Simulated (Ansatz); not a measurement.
## Pressure series in BN

Start from BN in the zinc blende structure (space group F-43m, No. 216; a = 3.581 Å).

Cell and atoms are relaxed at each pressure.

Level of theory: LDA in Ansatz (plane waves to 420 eV, PAW, spin-orbit coupling left out).

| P (GPa) | V (Å³/atom) |
|---|---|
| -2.00 | 5.767 |
| -1.00 | 5.752 |
| 0.90 | 5.725 |
| 2.10 | 5.708 |
| 4.50 | 5.675 |
| 8.99 | 5.616 |
| 14.99 | 5.541 |
| 22.49 | 5.453 |
| 29.99 | 5.371 |

A third-order Birch–Murnaghan fit to these points gives V₀ = 5.74 Å³/atom, B₀ = 402 GPa and B₀′ = 3.6. At pressure 30 GPa the volume is 93.6 % of V₀.

Measured bulk modulus of BN: 410.2 GPa (static lattice; corrected from measurement; as listed in Daniel Mejia-Rodriguez, S. B. Trickey, Phys. Rev. B (2018)); the computed value is 2 % below it.

Between the base and pressure 30 GPa the gap moves from 4.39 eV to 4.47 eV, a mean slope of 2.5 meV/GPa.

Load acts through the strain it causes; cell and atoms are relaxed under it. Whether these cells are dynamically stable was not tested. No other phases were tried under pressure.

Ansatz is a first-principles code.
